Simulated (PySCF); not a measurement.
**Relaxation of doublet HSO**

Level of theory: UPBE0/[S def2-TZVP, O def2-TZVP, H def2-TZVP], no relativity, density fitting, PySCF. A (50,194) grid was used.

A hand-made bent start, of Cs symmetry, held to at least that symmetry:

Coordinates in bohr (charge 0 multiplicity 2):
```
S     0.7204    0.0000   -0.5646
O    -1.6170    0.0000    1.0720
H     2.8102    0.0000    0.8986
```

At each step, columns x, y, z (Å) and Fx, Fy, Fz (eV/Å):

```
step 0  E − E(last) = 4.73 kJ/mol
S    0.381   0.000  -0.299  -1.146   0.000  -0.722
O   -0.856   0.000   0.567   0.950   0.000  -0.077
H    1.487   0.000   0.475   0.197   0.000   0.799
step 1  E − E(last) = 0.72 kJ/mol
S    0.367   0.000  -0.353   0.299   0.000   0.173
O   -0.792   0.000   0.586  -0.402   0.000   0.047
H    1.438   0.000   0.511   0.103   0.000  -0.220
step 2  E − E(last) = 0.00 kJ/mol
S    0.369   0.000  -0.338  -0.033   0.000  -0.001
O   -0.812   0.000   0.580   0.010   0.000  -0.012
H    1.456   0.000   0.502   0.023   0.000   0.014
step 3  E − E(last) = 0.00 kJ/mol
S    0.369   0.000  -0.338  -0.005   0.000  -0.007
O   -0.813   0.000   0.580  -0.002   0.000   0.001
H    1.456   0.000   0.502   0.008   0.000   0.006
```

It ends at Cs with S–H 1.375 Å, S–O 1.496 Å; H–S–O 104.5°. A frequency run shows a minimum. Other isomers or separated fragments may lie lower.
